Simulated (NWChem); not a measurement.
System: SiCl4; SMILES Cl[Si](Cl)(Cl)Cl

Parts of the log:

```
             Northwest Computational Chemistry Package (NWChem) 7.3.0
             --------------------------------------------------------

 C1  symmetry detected

                             Geometry "geometry" -> ""
                             -------------------------

 Output coordinates in angstroms (scale by  1.889725989 to convert to a.u.)

  No.       Tag          Charge          X              Y              Z
 ---- ---------------- ---------- -------------- -------------- --------------
    1 Cl                  17.0000    -0.32311496     1.50557618    -1.35530873
    2 Si                  14.0000     0.00000575    -0.00000100    -0.00000252
    3 Cl                  17.0000    -0.42816370    -1.80736863    -0.87070996
    4 Cl                  17.0000     1.96321375     0.02468537     0.59432599
    5 Cl                  17.0000    -1.21193983     0.27710791     1.63169477

 Effective nuclear repulsion energy (a.u.)     519.5049231206

  pbe96 is a nonlocal functional; adding pw91lda local functional.

                                 NWChem DFT Module
                                 -----------------

 Summary of "ao basis" -> "ao basis" (spherical)
 ------------------------------------------------------------------------------
       Tag                 Description            Shells   Functions and Types
 ---------------- ------------------------------  ------  ---------------------
 Cl                          3-21g                   7       13   4s3p
 Si                          3-21g                   7       13   4s3p

            General Information
            -------------------
          SCF calculation type: DFT
          Wavefunction type:  closed shell.
          No. of atoms     :     5
          No. of electrons :    82
           Alpha electrons :    41
            Beta electrons :    41
          Charge           :     0
          Spin multiplicity:     1
          Use of symmetry is: off; symmetry adaption is: off
          Maximum number of iterations: 150
          AO basis - number of functions:    65
                     number of shells:    35
          Convergence on energy requested:  1.00D-06
          Convergence on density requested:  1.00D-05
          Convergence on gradient requested:  5.00D-04

              XC Information
              --------------
          PerdewBurkeErnzerhof Exchange Functional  1.000
            Perdew 1991 LDA Correlation Functional  1.000 local
           PerdewBurkeErnz. Correlation Functional  1.000 non-local

             Grid Information
             ----------------
          Grid used for XC integration:  medium
          Radial quadrature: Mura-Knowles
          Angular quadrature: Lebedev.
          Tag              B.-S. Rad. Rad. Pts. Rad. Cut. Ang. Pts.
          ---              ---------- --------- --------- ---------
          Cl                  1.00       88           9.0       590
          Si                  1.10       88           7.0       590
          Grid pruning is: on
          Number of quadrature shells:   440
          Spatial weights used:  Erf1

      Superposition of Atomic Density Guess
      -------------------------------------

 Sum of atomic energies:       -2116.47024213

      Non-variational initial energy
      ------------------------------

 Total energy =   -2117.679841
 1-e energy   =   -3966.926770
 2-e energy   =    1329.742005
 HOMO         =      -0.426726
 LUMO         =       0.033196

     ---------------------------------------------
      Total Density - Mulliken Population Analysis
     ---------------------------------------------

    Atom       Charge   Shell Charges
 -----------   ------   -------------------------------------------------------
    1 Cl  17    17.48   2.00  1.96  5.91  1.13  3.11  0.89  2.48
    2 Si  14    12.09   2.00  1.97  5.85  0.61  1.01  0.29  0.36
    3 Cl  17    17.48   2.00  1.96  5.91  1.13  3.11  0.89  2.48
    4 Cl  17    17.48   2.00  1.96  5.91  1.13  3.11  0.89  2.48
    5 Cl  17    17.48   2.00  1.96  5.91  1.13  3.11  0.89  2.48

   convergence    iter        energy       DeltaE   RMS-Dens  Diis-err
 ---------------- ----- ----------------- --------- --------- ---------
 d= 0,ls=0.0,diis     1  -2118.9424634883 -2.64D+03  4.51D-02  1.20D+00
 d= 0,ls=0.0,diis     2  -2118.7695058801  1.73D-01  2.99D-02  1.90D+00
 d= 0,ls=0.0,diis     3  -2119.1007823073 -3.31D-01  4.54D-03  7.04D-02
 d= 0,ls=0.0,diis     4  -2119.1114362608 -1.07D-02  1.07D-03  3.64D-03
 d= 0,ls=0.0,diis     5  -2119.1119391015 -5.03D-04  7.85D-05  2.36D-05
  Resetting Diis
 d= 0,ls=0.0,diis     6  -2119.1119423922 -3.29D-06  1.04D-05  2.24D-07
 d= 0,ls=0.0,diis     7  -2119.1119424344 -4.22D-08  2.56D-07  4.42D-11

         Total DFT energy =    -2119.111942434383
      One electron energy =    -3964.582471012906
           Coulomb energy =     1458.809571881398
    Exchange-Corr. energy =     -132.843966423438
 Nuclear repulsion energy =      519.504923120563

 Numeric. integr. density =       82.000000223739

                       DFT Final Molecular Orbital Analysis
                       ------------------------------------

 Vector   39  Occ=2.000000D+00  E=-3.166152D-01
              MO Center=  4.5D-01,  3.8D-02, -4.8D-01, r^2= 5.0D+00
   Bfn.  Coefficient  Atom+Function         Bfn.  Coefficient  Atom+Function
  ----- ------------  ---------------      ----- ------------  ---------------
    47      0.372510  4 Cl py                 7     -0.320468  1 Cl px
    51      0.291980  4 Cl py                11     -0.251189  1 Cl px
    33      0.240623  3 Cl px                35      0.196798  3 Cl pz
    37      0.188604  3 Cl px                 8     -0.181050  1 Cl py
    43     -0.171694  4 Cl py                39      0.154253  3 Cl pz

 Vector   40  Occ=2.000000D+00  E=-3.166146D-01
              MO Center=  1.7D-01,  8.2D-02,  5.0D-01, r^2= 5.1D+00
   Bfn.  Coefficient  Atom+Function         Bfn.  Coefficient  Atom+Function
  ----- ------------  ---------------      ----- ------------  ---------------
    48      0.363791  4 Cl pz                59     -0.314074  5 Cl px
    52      0.285146  4 Cl pz                63     -0.246176  5 Cl px
    61     -0.238418  5 Cl pz                33      0.231798  3 Cl px
     7      0.193716  1 Cl px                65     -0.186878  5 Cl pz
    37      0.181688  3 Cl px                44     -0.167676  4 Cl pz

 Vector   41  Occ=2.000000D+00  E=-3.166140D-01
              MO Center= -6.2D-01, -1.2D-01, -1.7D-02, r^2= 5.0D+00
   Bfn.  Coefficient  Atom+Function         Bfn.  Coefficient  Atom+Function
  ----- ------------  ---------------      ----- ------------  ---------------
    60      0.394607  5 Cl py                64      0.309299  5 Cl py
    35      0.305514  3 Cl pz                 9     -0.240877  1 Cl pz
    39      0.239469  3 Cl pz                33     -0.206116  3 Cl px
     8     -0.188923  1 Cl py                13     -0.188806  1 Cl pz
    56     -0.181879  5 Cl py                37     -0.161556  3 Cl px

 Vector   42  Occ=0.000000D+00  E=-1.072583D-01
              MO Center=  1.9D-05, -1.3D-05, -9.6D-06, r^2= 4.3D+00
   Bfn.  Coefficient  Atom+Function         Bfn.  Coefficient  Atom+Function
  ----- ------------  ---------------      ----- ------------  ---------------
    23      1.387963  2 Si s                 19      0.473201  2 Si s
    50      0.391394  4 Cl px                38     -0.360323  3 Cl py
    10     -0.336115  1 Cl s                 36     -0.336121  3 Cl s
    49     -0.336125  4 Cl s                 62     -0.336108  5 Cl s
    65      0.325290  5 Cl pz                15     -0.321892  2 Si s

 Vector   43  Occ=0.000000D+00  E=-3.159382D-02
              MO Center=  2.9D-02, -7.2D-03, -1.8D-02, r^2= 3.9D+00
   Bfn.  Coefficient  Atom+Function         Bfn.  Coefficient  Atom+Function
  ----- ------------  ---------------      ----- ------------  ---------------
    26      1.263713  2 Si pz                62     -0.717583  5 Cl s
    22      0.620195  2 Si pz                10      0.443037  1 Cl s
    63     -0.439525  5 Cl px                12     -0.405158  1 Cl py
    36      0.379023  3 Cl s                 65      0.360729  5 Cl pz
    38      0.354930  3 Cl py                52     -0.262589  4 Cl pz

 Vector   44  Occ=0.000000D+00  E=-3.159174D-02
              MO Center=  7.8D-03,  1.9D-02,  3.2D-02, r^2= 3.9D+00
   Bfn.  Coefficient  Atom+Function         Bfn.  Coefficient  Atom+Function
  ----- ------------  ---------------      ----- ------------  ---------------
    25      1.216077  2 Si py                36      0.711116  3 Cl s
    21      0.596810  2 Si py                10     -0.539577  1 Cl s
    38      0.436239  3 Cl py                24      0.419168  2 Si px
    13     -0.398447  1 Cl pz                39      0.360739  3 Cl pz
    64     -0.298585  5 Cl py                51     -0.282810  4 Cl py

     ---------------------------------------------
      Total Density - Mulliken Population Analysis
     ---------------------------------------------

[...]

                         DFT ENERGY GRADIENTS

    atom               coordinates                        gradient
                 x          y          z           x          y          z
   1 Cl     -0.610599   2.845126  -2.561162    0.005634  -0.026253   0.023633
   2 Si      0.000011  -0.000002  -0.000005    0.000002   0.000001  -0.000001
   3 Cl     -0.809112  -3.415431  -1.645403    0.007465   0.031514   0.015183
   4 Cl      3.709936   0.046649   1.123113   -0.034233  -0.000430  -0.010364
   5 Cl     -2.290234   0.523658   3.083456    0.021132  -0.004832  -0.028452
```

Level: PBE/3-21G. The geometry was optimised at PBE-D3(BJ)/def2-SVP.

**Question.** Reconstruct the input file.

**Answer.** One answer among several that fit: the input that was run:
```
start job
memory heap 200 mb stack 900 mb global 1100 mb
geometry units angstroms noautoz
  Cl    -1.160734    -1.429430    -0.904130
  Si    -0.000001    -0.000003     0.000006
  Cl    -1.207013     1.431647     0.837585
  Cl     1.142878    -0.872269     1.463222
  Cl     1.224869     0.870054    -1.396680
end
basis spherical
  * library 3-21g
end
dft
  xc xpbe96 cpbe96
  iterations 150
  mulliken
end
task dft gradient
```
